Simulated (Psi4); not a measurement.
**B2PLYP/6-31G(d) (density fitting with def2-universal-jkfit, density fitting for correlation, spherical functions, sweep point 3) run of O3 (ozone)**

Aim: the vertical ionisation energy of O3 (ozone) at B2PLYP/6-31G* (density fitting with def2-universal-jkfit, density fitting for correlation, spherical functions, sweep point 3), from 2 runs. Input form: a Python script.

Program for the calculation: Psi4 1.11.

2 further runs of the same task are left out: 2 set aside as unsound or not needed.

## 1. The system as given

O3: 3 atoms, total charge 0, spin state singlet. As SMILES, `O=[O+][O-]`. The shape is that of a PBE0-D4/def2-TZVP optimisation.

Bond lengths: O1–O2 1.238 Å, O2–O3 1.238 Å. Angles: O1–O2–O3 118.4°.

## 2. The energy at B2PLYP/6-31G(d) (density fitting with def2-universal-jkfit, density fitting for correlation, spherical functions, sweep point 3)

o3.py reads:

```python
import psi4

psi4.set_memory('1600 MB')
psi4.set_num_threads(1)
psi4.core.set_output_file('o3.out', False)

mol = psi4.geometry("""
O      1.60381056    -1.01270423     0.77384285
O     -0.43255831    -0.60017702    -0.30122234
O     -1.17125225     1.61288125    -0.47262050
units bohr
symmetry c1
""")

psi4.set_options({
    'basis': '6-31G*',
    'puream': True,
    'scf_type': 'df',
    'dft_radial_points': 99,
    'dft_spherical_points': 590,
    'num_frozen_docc': 3,
    'df_basis_scf': 'def2-universal-jkfit',
})

energy_value, wavefunction = psi4.energy('b2plyp', return_wfn=True)
print('E =', round(energy_value, 9))
for k, v in sorted(psi4.core.scalar_variables().items()):
    print(f'{k:45s} {v:18.10f}')
```

The run is started by

```sh
python o3.py
```

o3.out:

```text
[...]
  Running in c1 symmetry.
[...]
  Nuclear repulsion =   70.641648351295615
[...]
  Multiplicity = 1
[...]
  Nalpha       = 12
  Nbeta        = 12
[...]
    Number of basis functions: 42
[...]
   @DF-RKS iter   1:  -224.87351859399541   -2.12793e-01   1.50634e-02 DIIS/ADIIS
[...]
   @DF-RKS iter   9:  -225.01543614070732   -9.66784e-09   5.85554e-07 DIIS
[...]
    Orbital Energies [Eh]
    ---------------------
    Doubly Occupied:
       1A    -20.065416     2A    -19.866499     3A    -19.866404
       4A     -1.556982     5A     -1.255839     6A     -0.897975
       7A     -0.700982     8A     -0.694777     9A     -0.681123
      10A     -0.433130    11A     -0.417451    12A     -0.413380
[...]
  @DF-RKS Final Energy:  -225.01543614070732
   => Energetics <=
    Nuclear Repulsion Energy =             70.6416483512956148
    One-Electron Energy =                -448.8149018370588692
    Two-Electron Energy =                 165.3871687352257993
    DFT Exchange-Correlation Energy =     -12.2293513901698514
    Empirical Dispersion Energy =           0.0000000000000000
    VV10 Nonlocal Energy =                  0.0000000000000000
    Total Energy =                       -225.0154361407073225
[...]
 Multipole Moments:
 ------------------------------------------------------------------------------------
     Multipole            Electronic (a.u.)      Nuclear  (a.u.)        Total (a.u.)
 ------------------------------------------------------------------------------------
 L = 1.  Multiply by 2.5417464519 to convert [e a0] to [Debye]
 Dipole X            :         -0.1793004            0.0000000           -0.1793004
 Dipole Y            :         -0.2061703           -0.0000000           -0.2061703
 Dipole Z            :         -0.0000000            0.0000000           -0.0000000
 Magnitude           :                                                    0.2732303
[...]
```

The script printed:

```text
E = -225.223105398
B2PLYP DOUBLE-HYBRID CORRECTION ENERGY             -0.2076692569
B2PLYP TOTAL ENERGY                              -225.2231053976
CURRENT ENERGY                                   -225.2231053976
CURRENT REFERENCE ENERGY                         -225.0154361407
DD SOLVATION ENERGY                                 0.0000000000
DFT FUNCTIONAL TOTAL ENERGY                      -225.0154361407
DFT TOTAL ENERGY                                 -225.2231053976
DFT VV10 ENERGY                                     0.0000000000
DFT XC ENERGY                                     -12.2293513902
DOUBLE-HYBRID CORRECTION ENERGY                    -0.2076692569
GRID ELECTRONS ALPHA                               12.0000000647
GRID ELECTRONS BETA                                12.0000000647
GRID ELECTRONS TOTAL                               24.0000001295
NUCLEAR REPULSION ENERGY                           70.6416483513
ONE-ELECTRON ENERGY                              -448.8149018371
PCM POLARIZATION ENERGY                             0.0000000000
PE ENERGY                                           0.0000000000
SCF ITERATION ENERGY                             -225.0154361407
SCF ITERATIONS                                      9.0000000000
SCF TOTAL ENERGY                                 -225.0154361407
TWO-ELECTRON ENERGY                               165.3871687352
XC GRID RADIAL POINTS                              99.0000000000
XC GRID SPHERICAL POINTS                          590.0000000000
XC GRID TOTAL POINTS                           161837.0000000000
```

It took 2.5 s on 1 thread of Intel Xeon 6975P-C (Granite Rapids), shared host; peak memory 0.39 GiB.

## 3. The doublet cation, same level

job.py reads:

```python
import psi4

psi4.set_memory(1600000000)
psi4.set_num_threads(1)
psi4.set_output_file('run.log', False)

geom = psi4.geometry("""
1 2
O      1.60381056    -1.01270423     0.77384285
O     -0.43255831    -0.60017702    -0.30122234
O     -1.17125225     1.61288125    -0.47262050
units au
symmetry c1
""")

options = {'basis': '6-31G*', 'reference': 'uks', 'puream': True, 'scf_type': 'df', 'dft_radial_points': 99, 'dft_spherical_points': 590, 'num_frozen_docc': 3, 'df_basis_scf': 'def2-universal-jkfit', 'maxiter': 150}
psi4.set_options(options)

e = psi4.energy("B2PLYP")
print(f'total energy {e:.8f} hartree = {e * 27.211386:.5f} eV')
```

The run is started by

```sh
python job.py
```

run.log:

```text
[...]
  Running in c1 symmetry.
[...]
  Nuclear repulsion =   70.641648351295615
[...]
  Multiplicity = 2
[...]
  Nalpha       = 12
  Nbeta        = 11
[...]
    Number of basis functions: 42
[...]
   @DF-UKS iter   1:  -224.32684119993624    3.33884e-01   1.74690e-02 DIIS/ADIIS
[...]
   @DF-UKS iter  12:  -224.53589095735219   -8.36835e-09   7.61608e-07 DIIS
[...]
   @S^2 Observed:                7.728220469E-01
[...]
    Orbital Energies [Eh]
    ---------------------
    Alpha Occupied:
       1A    -20.486995     2A    -20.315339     3A    -20.315236
       4A     -1.966377     5A     -1.676076     6A     -1.309885
       7A     -1.105539     8A     -1.088037     9A     -1.080716
      10A     -0.858177    11A     -0.858120    12A     -0.809557
    Alpha Virtual:
      13A     -0.506585    14A     -0.184207    15A     -0.093758
      16A      0.445931    17A      0.509133    18A      0.517748
      19A      0.528924    20A      0.604014    21A      0.624722
      22A      0.662814    23A      0.697183    24A      0.708151
      25A      0.756836    26A      1.091211    27A      1.104262
[...]
  @DF-UKS Final Energy:  -224.53589095735219
   => Energetics <=
    Nuclear Repulsion Energy =             70.6416483512956148
    One-Electron Energy =                -439.2301452674613529
    Two-Electron Energy =                 156.0460709712099856
    DFT Exchange-Correlation Energy =     -11.9934650123964293
    Empirical Dispersion Energy =           0.0000000000000000
    VV10 Nonlocal Energy =                  0.0000000000000000
    Total Energy =                       -224.5358909573521942
[...]
 Multipole Moments:
 ------------------------------------------------------------------------------------
     Multipole            Electronic (a.u.)      Nuclear  (a.u.)        Total (a.u.)
 ------------------------------------------------------------------------------------
 L = 1.  Multiply by 2.5417464519 to convert [e a0] to [Debye]
 Dipole X            :         -0.0564744            0.0000000           -0.0564744
 Dipole Y            :         -0.0645962           -0.0000000           -0.0645962
 Dipole Z            :         -0.0000000            0.0000000           -0.0000000
 Magnitude           :                                                    0.0858022
[...]
```

On the terminal:

```text
total energy -224.77522684 hartree = -6116.44546 eV
```

It took 4.2 s on 1 thread of Intel Xeon 6975P-C (Granite Rapids), shared host; peak memory 0.39 GiB.

## 4. Summary of results

At B2PLYP/6-31G* (density fitting with def2-universal-jkfit, density fitting for correlation, spherical functions, sweep point 3), 3 core orbitals frozen:

| quantity | value |
| --- | --- |
| singlet O3: total energy | -225.22311 Eh |
| singlet O3: HOMO energy (SCF part's orbitals) | -11.25 eV |
| singlet O3: LUMO energy (SCF part's orbitals) | -3.11 eV |
| singlet O3: HOMO–LUMO gap (SCF part's orbitals) | 8.14 eV |
| doublet cation: total energy | -224.77523 Eh |
| doublet cation: HOMO energy (SCF part's orbitals) (highest over α and β) | -20.31 eV |
| doublet cation: LUMO energy (SCF part's orbitals) (lowest over α and β) | -14.72 eV |
| doublet cation: ⟨S²⟩ | 0.773 |
| vertical ionisation energy (to the doublet cation) | 12.187 eV |

The vertical ionisation energy comes to 12.19 eV (281 kcal/mol). The negative HOMO energy of the first species, 11.25 eV, lies 0.94 eV below that difference.
